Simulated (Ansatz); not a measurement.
Geometry optimisation, Ansatz 0.2.0, RKS PBE0-D4/def2-SVP.

The input (input.yaml):

```yaml
crystal:
  periodic: [false, false, false]
  atoms:
    - { symbol: B, position_ang: [-0.010868, 0.191128, 0.068788] }
    - { symbol: H, position_ang: [-0.169092, 0.523816, 1.208427] }
    - { symbol: H, position_ang: [1.073959, 0.085589, -0.45592] }
    - { symbol: F, position_ang: [-1.080614, 0.041091, -0.689694] }
    - { symbol: P, position_ang: [0.166744, -2.715313, 1.169303] }
    - { symbol: H, position_ang: [-0.640184, -2.645542, -0.004541] }
    - { symbol: H, position_ang: [1.387778, -2.58617, 0.441983] }
    - { symbol: H, position_ang: [0.056676, -1.317, 1.438954] }
basis:
  gaussian: { orbitals: def2-SVP }
hamiltonian:
  xc: pbe0
  dispersion: d4
relax:
  f_tol: 0.03
  max_steps: 50
output:
  orbitals: {}
```

Run as:

```bash
$ ansatz run input.yaml --threads 1 --pin off --max-ram 2048MiB --backend cpu --events-out ev --progress --plain --runs-dir out
```

Question: Where does it end, and by what steps?

Answer: It converged. The force dipped under the threshold on the way, but the program's further checks kept it going. After 14 steps the energy has fallen by 0.074 eV; H8 moved furthest, 0.66 Å.

```tsv
step	energy less start (eV)	largest force component (eV/Å)	accepted
0	0.0000	0.321	yes
1	-0.0506	0.124	yes
2	-0.0578	0.138	yes
3	-0.0615	0.245	yes
4	-0.0656	0.210	yes
5	-0.0695	0.086	yes
6	-0.0718	0.014	yes
7	-0.0721	0.163	yes
8	-0.0730	0.046	yes
9	-0.0738	0.036	yes
10	-0.0678	0.316	no
11	-0.0740	0.003	yes
12	-0.0741	0.092	yes
13	-0.0743	0.032	yes
14	-0.0743	0.014	yes
```

```xyz
8
Properties=species:S:1:pos:R:3
B 0.003 0.359 -0.049
H -0.231 0.753 1.070
H 1.114 0.224 -0.507
F -1.023 0.099 -0.837
P 0.236 -2.995 1.110
H -0.724 -2.592 0.133
H 1.337 -2.465 0.371
H 0.072 -1.805 1.885
```

Whether the end is a true minimum wasn't checked by a vibrational analysis.

Time of the run: 29 s on 1 thread of Arm Neoverse V2, with other jobs on the host, peak memory 0.14 GiB.
